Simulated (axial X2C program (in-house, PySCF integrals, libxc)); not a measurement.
# NSiN⁺: bond lengths and stretches, held linear

One table from this session's results is given with a row withheld; the runs are named, their logs left out.

Method: all-electron X2C, two-component (2c) or spin-free, N dyall-av3z, Si dyall-v3z; program: an in-house X2C program for linear molecules on PySCF integrals.

All values are calculated.

2 further runs of the same task are left out: 2 set aside as unsound or not needed.

The first run:

Input file task.json:

```json
{"zs": [7, 14, 7], "q": 1, "bas": ["dyall-av3z", "dyall-v3z", "dyall-av3z"], "r0": [1.67, 1.67], "symm": 1, "scan": ["PBE0", "HF", "PBE"], "levels": ["PBE0", "HF", "PBE"], "nst": 2}
```

Keys: zs atomic numbers; q charge; bas basis sets; r0 starting distance in Å; symm equal bonds; scan levels of the two-bond scan; levels methods; nst determinants followed.

Run with:

```
$ python solin.py task.json out
```

Masses N 14.003, Si 27.977, N 14.003 u.

Among the steps run: Scan at PBE0, 2c; Scan at HF, 2c; Scan at PBE, 2c.

One table of the session follows, with a row left open; its other results are not shown here.

```
          level  r(N–Si) (Å)  r(Si–N) (Å)  lower stretch (cm⁻¹)  upper stretch (cm⁻¹)
       PBE0, 2c        1.708        1.708                 714.7                 715.3
         HF, 2c        1.726        1.726                 639.3                 743.9
        PBE, 2c        1.728        1.728                 700.8                 785.8
PBE0, spin-free        1.708        1.708                 714.2                 715.4
  HF, spin-free            ?            ?                     ?                     ?
 PBE, spin-free        1.728        1.728                 700.9                 785.9
```

Q: Estimate the row for HF, spin-free from the others.

**Answer.** r(N–Si) (Å): 1.726; r(Si–N) (Å): 1.726; lower stretch (cm⁻¹): 639.5; upper stretch (cm⁻¹): 744.1.

Scans not shown above were run alike.

**Reading.** Over the levels the N–Si bond spans 1.708 to 1.728 Å and the Si–N bond 1.708 to 1.728 Å. At PBE0 spin–orbit coupling leaves both bonds unchanged to 0.001 Å. Each state is one determinant, the lowest of a limited PBE0 search; the stretches come from a fit to few points and are good to some per cent at best. The molecule was held linear; bending was not examined, so a bent shape may lie lower. Note: functional without a current term on a determinant with orbital currents, of the molecule or an atom. Note: several unpaired electrons, one determinant need not be a pure state.
